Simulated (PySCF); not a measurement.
A run for PySCF: R-M06-2X/6-31G* on HCl (SMILES Cl).

```python
from pyscf import gto, scf, dft, mp
from pyscf.data.elements import chemcore

mol = gto.M(
    atom='''
    Cl   -1.91163600   -0.00001100    0.00349800
    H    -0.62731700   -0.00005800   -0.10405100
    ''',
    basis='6-31g*',
    cart=True,
    charge=0, spin=0, verbose=3, max_memory=1800)
mf = dft.RKS(mol, xc='m062x')
mf.conv_tol = 1e-8
mf.max_cycle = 100
mf.kernel()
if not mf.converged:
    mf = mf.newton().run(mf.mo_coeff, mf.mo_occ)
```

The log:

```
converged SCF energy = -460.755499356785
```

The run converged.

Cost: around 0.3 core-seconds (rough).
